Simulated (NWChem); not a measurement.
System: LiF; SMILES [F][Li]

The following NWChem deck was run.

```
start job
memory heap 200 mb stack 900 mb global 1100 mb
geometry units angstroms noautoz
  Li     0.000000     0.000000    -1.146273
  F      0.000000     0.000000     0.385985
end
basis spherical
  * library 6-311++g**
end
dft
  xc b3lyp
  iterations 150
  mulliken
end
task dft gradient
```

Excerpt of the output:

```
             Northwest Computational Chemistry Package (NWChem) 7.3.0
             --------------------------------------------------------

 ORDER OF PRIMARY AXIS IS BEING SET TO 4
 C4V symmetry detected

                             Geometry "geometry" -> ""
                             -------------------------

 Output coordinates in angstroms (scale by  1.889725989 to convert to a.u.)

  No.       Tag          Charge          X              Y              Z
 ---- ---------------- ---------- -------------- -------------- --------------
    1 Li                   3.0000     0.00000000     0.00000000    -1.14919350
    2 F                    9.0000     0.00000000     0.00000000     0.38306450

 Effective nuclear repulsion energy (a.u.)       9.3246605487

      Symmetry information
      --------------------

 Group name             C4v
 Group number             18
 Group order               8
 No. of unique centers     2

                                 NWChem DFT Module
                                 -----------------

 Summary of "ao basis" -> "ao basis" (spherical)
 ------------------------------------------------------------------------------
       Tag                 Description            Shells   Functions and Types
 ---------------- ------------------------------  ------  ---------------------
 Li                        6-311++g**               10       22   5s4p1d
 F                         6-311++g**               10       22   5s4p1d

      Symmetry analysis of basis
      --------------------------

        a1         20
        a2          0
        b1          2
        b2          2
        e          20

            General Information
            -------------------
          SCF calculation type: DFT
          Wavefunction type:  closed shell.
          No. of atoms     :     2
          No. of electrons :    12
           Alpha electrons :     6
            Beta electrons :     6
          Charge           :     0
          Spin multiplicity:     1
          Use of symmetry is: on ; symmetry adaption is: on
          Maximum number of iterations: 150
          AO basis - number of functions:    44
                     number of shells:    20
          Convergence on energy requested:  1.00D-06
          Convergence on density requested:  1.00D-05
          Convergence on gradient requested:  5.00D-04

              XC Information
              --------------
                         B3LYP Method XC Potential
                     Hartree-Fock (Exact) Exchange  0.200
                        Slater Exchange Functional  0.800 local
                    Becke 1988 Exchange Functional  0.720 non-local
              Lee-Yang-Parr Correlation Functional  0.810
                  VWN I RPA Correlation Functional  0.190 local

             Grid Information
             ----------------
          Grid used for XC integration:  medium
          Radial quadrature: Mura-Knowles
          Angular quadrature: Lebedev.
          Tag              B.-S. Rad. Rad. Pts. Rad. Cut. Ang. Pts.
          ---              ---------- --------- --------- ---------
          Li                  1.45       49          19.0       434
          F                   0.50       49          10.0       434
          Grid pruning is: on
          Number of quadrature shells:    98
          Spatial weights used:  Erf1

      Superposition of Atomic Density Guess
      -------------------------------------

 Sum of atomic energies:        -106.83987887

      Non-variational initial energy
      ------------------------------

 Total energy =    -106.575017
 1-e energy   =    -166.879528
 2-e energy   =      50.979850
 HOMO         =      -0.673314
 LUMO         =      -0.058953

      Symmetry analysis of molecular orbitals - initial
      -------------------------------------------------

 !! scf_movecs_sym_adapt:    4 vectors were symmetry contaminated

  Symmetry fudging

 !! scf_movecs_sym_adapt:    2 vectors were symmetry contaminated

  Numbering of irreducible representations:

     1 a1          2 a2          3 b1          4 b2          5 e

  Orbital symmetries:

     1 a1          2 a1          3 a1          4 a1          5 e
     6 e           7 a1          8 e           9 e          10 a1
    11 a1         12 e          13 e          14 a1         15 a1
    16 e

     ---------------------------------------------
      Total Density - Mulliken Population Analysis
     ---------------------------------------------

    Atom       Charge   Shell Charges
 -----------   ------   -------------------------------------------------------
    1 Li   3     2.19   1.20  0.80  0.07  0.08  0.03 -0.01  0.00  0.00 -0.00  0.02
    2 F    9     9.81   1.08  0.92  1.27  1.12  2.65  0.92  1.91 -0.11  0.04  0.00

   convergence    iter        energy       DeltaE   RMS-Dens  Diis-err
 ---------------- ----- ----------------- --------- --------- ---------
 d= 0,ls=0.0,diis     1   -107.3702474885 -1.17D+02  2.71D-02  8.54D-01
 d= 0,ls=0.0,diis     2   -106.9298456387  4.40D-01  1.78D-02  6.28D+00
 d= 0,ls=0.0,diis     3   -107.4669863084 -5.37D-01  4.71D-04  6.75D-03
 d= 0,ls=0.0,diis     4   -107.4674138360 -4.28D-04  1.61D-04  2.25D-04
 d= 0,ls=0.0,diis     5   -107.4674407985 -2.70D-05  5.21D-05  1.06D-06
 d= 0,ls=0.0,diis     6   -107.4674409053 -1.07D-07  6.58D-06  9.29D-09

         Total DFT energy =     -107.467440905340
      One electron energy =     -169.574169958300
           Coulomb energy =       65.229007241527
    Exchange-Corr. energy =      -12.446938737242
 Nuclear repulsion energy =        9.324660548675

 Numeric. integr. density =       12.000000099116

                  Occupations of the irreducible representations
                  ----------------------------------------------

                     irrep           alpha         beta
                     --------     --------     --------
                     a1                4.0          4.0
                     a2                0.0          0.0
                     b1                0.0          0.0
                     b2                0.0          0.0
                     e                 2.0          2.0

                       DFT Final Molecular Orbital Analysis
                       ------------------------------------

 Vector    4  Occ=2.000000D+00  E=-3.014154D-01  Symmetry=a1
              MO Center=  1.7D-16,  1.3D-16,  4.0D-01, r^2= 5.7D-01
   Bfn.  Coefficient  Atom+Function         Bfn.  Coefficient  Atom+Function
  ----- ------------  ---------------      ----- ------------  ---------------
    31      0.436335  2 F  pz                35      0.380007  2 F  pz
    27      0.306143  2 F  pz                 6     -0.196835  1 Li s
    36      0.140168  2 F  s                  5     -0.129266  1 Li pz
    10      0.079605  1 Li s                  2      0.077689  1 Li s
     1      0.067310  1 Li s                  9     -0.064468  1 Li pz

 Vector    5  Occ=2.000000D+00  E=-2.881656D-01  Symmetry=e
              MO Center=  6.3D-15,  5.3D-15,  3.4D-01, r^2= 6.5D-01
   Bfn.  Coefficient  Atom+Function         Bfn.  Coefficient  Atom+Function
  ----- ------------  ---------------      ----- ------------  ---------------
    29      0.333540  2 F  px                33      0.300200  2 F  px
    30      0.271545  2 F  py                34      0.244402  2 F  py
    25      0.234464  2 F  px                26      0.190884  2 F  py
    37      0.075278  2 F  px                38      0.061286  2 F  py
     3      0.054845  1 Li px                 4      0.044651  1 Li py

 Vector    6  Occ=2.000000D+00  E=-2.881656D-01  Symmetry=e
              MO Center=  1.3D-16, -2.5D-16,  3.4D-01, r^2= 6.5D-01
   Bfn.  Coefficient  Atom+Function         Bfn.  Coefficient  Atom+Function
  ----- ------------  ---------------      ----- ------------  ---------------
    30      0.333540  2 F  py                34      0.300200  2 F  py
    29     -0.271545  2 F  px                33     -0.244402  2 F  px
    26      0.234464  2 F  py                25     -0.190884  2 F  px
    38      0.075278  2 F  py                37     -0.061286  2 F  px
     4      0.054845  1 Li py                 3     -0.044651  1 Li px

 Vector    7  Occ=0.000000D+00  E=-5.036511D-02  Symmetry=a1
              MO Center= -1.8D-14,  2.4D-14, -2.2D+00, r^2= 6.2D+00
   Bfn.  Coefficient  Atom+Function         Bfn.  Coefficient  Atom+Function
  ----- ------------  ---------------      ----- ------------  ---------------
    10      0.458997  1 Li s                  6      0.427084  1 Li s
     9     -0.185873  1 Li pz                13     -0.157544  1 Li pz
    14      0.135553  1 Li s                  5     -0.130705  1 Li pz
     2     -0.119034  1 Li s                  1     -0.082973  1 Li s
    32     -0.040305  2 F  s                 28     -0.038203  2 F  s

 Vector    8  Occ=0.000000D+00  E= 4.005912D-03  Symmetry=e
              MO Center= -1.0D-13, -1.2D-13, -1.2D+00, r^2= 3.6D+01
   Bfn.  Coefficient  Atom+Function         Bfn.  Coefficient  Atom+Function
  ----- ------------  ---------------      ----- ------------  ---------------
    16      0.618480  1 Li py                15      0.532334  1 Li px
     8      0.184759  1 Li py                 7      0.159024  1 Li px
    12      0.089726  1 Li py                11      0.077228  1 Li px
    38     -0.073957  2 F  py                37     -0.063656  2 F  px
     4      0.047756  1 Li py                 3      0.041104  1 Li px

 Vector    9  Occ=0.000000D+00  E= 4.005912D-03  Symmetry=e
              MO Center=  4.0D-13, -3.5D-13, -1.2D+00, r^2= 3.6D+01
   Bfn.  Coefficient  Atom+Function         Bfn.  Coefficient  Atom+Function
  ----- ------------  ---------------      ----- ------------  ---------------
    15      0.618480  1 Li px                16     -0.532334  1 Li py
     7      0.184759  1 Li px                 8     -0.159024  1 Li py
    11      0.089726  1 Li px                12     -0.077228  1 Li py
    37     -0.073957  2 F  px                38      0.063656  2 F  py
     3      0.047756  1 Li px                 4     -0.041104  1 Li py

     ---------------------------------------------
      Total Density - Mulliken Population Analysis
     ---------------------------------------------

    Atom       Charge   Shell Charges
 -----------   ------   -------------------------------------------------------
    1 Li   3     2.39   1.20  0.79  0.20  0.08  0.08 -0.01  0.00  0.00 -0.00  0.05
    2 F    9     9.61   1.08  0.92  1.18  1.07  2.32  0.92  1.90 -0.05  0.27  0.00

     -------------------------------------------
      Total Density - Lowdin Population Analysis
     -------------------------------------------

    Atom       Charge   Shell Charges
 -----------   ------   -------------------------------------------------------
    1 Li   3     2.62   1.10  0.84  0.25  0.06  0.11  0.01  0.02  0.00  0.00  0.23
    2 F    9     9.38   1.03  0.96  1.19  0.95  2.29  0.67  1.68  0.15  0.45  0.00

     Multipole analysis of the density
     ---------------------------------

     L   x y z        total         alpha         beta         nuclear
     -   - - -        -----         -----         ----         -------
     0   0 0 0     -0.000000     -6.000000     -6.000000     12.000000

     1   1 0 0     -0.000000     -0.000000     -0.000000      0.000000
     1   0 1 0     -0.000000     -0.000000     -0.000000      0.000000
     1   0 0 1     -2.415769     -1.207884     -1.207884      0.000000

     2   2 0 0     -5.540693     -2.770346     -2.770346      0.000000
     2   1 1 0      0.000000      0.000000      0.000000      0.000000
     2   1 0 1     -0.000000     -0.000000     -0.000000      0.000000
     2   0 2 0     -5.540693     -2.770346     -2.770346      0.000000
     2   0 1 1     -0.000000     -0.000000     -0.000000      0.000000
     2   0 0 2     -1.072908     -9.968675     -9.968675     18.864443

            General Information
            -------------------
          SCF calculation type: DFT
          Wavefunction type:  closed shell.
          No. of atoms     :     2
          No. of electrons :    12
           Alpha electrons :     6
            Beta electrons :     6
          Charge           :     0
          Spin multiplicity:     1
          Use of symmetry is: on ; symmetry adaption is: on
          Maximum number of iterations: 150
          AO basis - number of functions:    44
                     number of shells:    20
          Convergence on energy requested:  1.00D-06
          Convergence on density requested:  1.00D-05
          Convergence on gradient requested:  5.00D-04

              XC Information
              --------------
                         B3LYP Method XC Potential
                     Hartree-Fock (Exact) Exchange  0.200
                        Slater Exchange Functional  0.800 local
                    Becke 1988 Exchange Functional  0.720 non-local
              Lee-Yang-Parr Correlation Functional  0.810
                  VWN I RPA Correlation Functional  0.190 local

             Grid Information
             ----------------
          Grid used for XC integration:  medium
          Radial quadrature: Mura-Knowles
          Angular quadrature: Lebedev.
          Tag              B.-S. Rad. Rad. Pts. Rad. Cut. Ang. Pts.
          ---              ---------- --------- --------- ---------
          Li                  1.45       49          19.0       434
          F                   0.50       49          10.0       434
          Grid pruning is: on
          Number of quadrature shells:    98
          Spatial weights used:  Erf1

          Convergence Information
          -----------------------
          Convergence aids based upon iterative change in
          total energy or number of iterations.
          Levelshifting, if invoked, occurs when the
          HOMO/LUMO gap drops below (HL_TOL):  1.00D-02
          DIIS, if invoked, will attempt to extrapolate
          using up to (NFOCK): 10 stored Fock matrices.

                    Damping( 0%)  Levelshifting(0.5)       DIIS
                  --------------- ------------------- ---------------
          dE  on:    start            ASAP                start
          dE off:    2 iters        150 iters           150 iters

                            NWChem DFT Gradient Module
                            --------------------------

  charge          =   0.00
  wavefunction    = closed shell

  Using symmetry

                         DFT ENERGY GRADIENTS

    atom               coordinates                        gradient
                 x          y          z           x          y          z
   1 Li      0.000000   0.000000  -2.171661    0.000000   0.000000   0.017151
   2 F       0.000000   0.000000   0.723887    0.000000   0.000000  -0.017151
```

Level: B3LYP/6-311++G** (spherical d). All runs use the structure optimised with PBE0/def2-SVP. B3LYP is NWChem's, with the RPA form of VWN correlation.
